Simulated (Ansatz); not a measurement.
## Structure optimisation: gadolinium, hcp

The calculation used DFT, LDA (PW92), plane waves (420 eV) with PAW, scalar-relativistic in Ansatz 0.2.0. The PAW files were generated under PBE, with cores re-solved for the functional.

k-point mesh 10×10×6, Fermi-Dirac smearing 0.05 eV, starting moments 7.00 ×2 μB. Cell and atoms relax.

Starting structure:

```xyz
2
Lattice="3.6360 0.0000 0.0000 -1.8180 3.1489 0.0000 0.0000 0.0000 5.7826" Properties=species:S:1:pos:R:3 pbc="T T T"
Gd    0.0000    2.0992    1.4457
Gd    1.8180    1.0496    4.3369
```

Problem. What cell does the relaxation end in?

Solution. P6_3/mmc (spin ignored) with a = 3.484 Å, c = 5.587 Å (c/a = 1.603); 29.37 Å³ per atom against 33.10 at the start (-11.3 %).

Problem. How much energy does the relaxation gain?

Solution. 48.7 meV per atom.

Path of the relaxation (the plane waves are chosen anew near the end, which can shift the energy a little):

```json
{"step": "0", "E − E(final) (meV/atom)": "48.69", "V (Å³/atom)": "33.103", "P (GPa)": "-3.78", "max force (eV/Å)": "0.000"}
{"step": "1", "E − E(final) (meV/atom)": "1.21", "V (Å³/atom)": "30.012", "P (GPa)": "-0.81", "max force (eV/Å)": "0.000"}
{"step": "2", "E − E(final) (meV/atom)": "-0.74", "V (Å³/atom)": "29.254", "P (GPa)": "0.15", "max force (eV/Å)": "0.000"}
{"step": "3", "E − E(final) (meV/atom)": "-0.77", "V (Å³/atom)": "29.366", "P (GPa)": "0.00", "max force (eV/Å)": "0.000"}
{"step": "4", "E − E(final) (meV/atom)": "0.00", "V (Å³/atom)": "29.366", "P (GPa)": "-0.02", "max force (eV/Å)": "0.000"}
```

Problem. Which magnetic state does it end in?

Solution. ferromagnetic, net 7.44 μB per atom; moments 7.22 ×2 μB.

Open f shells have many self-consistent states, so the state found may not be the lowest.
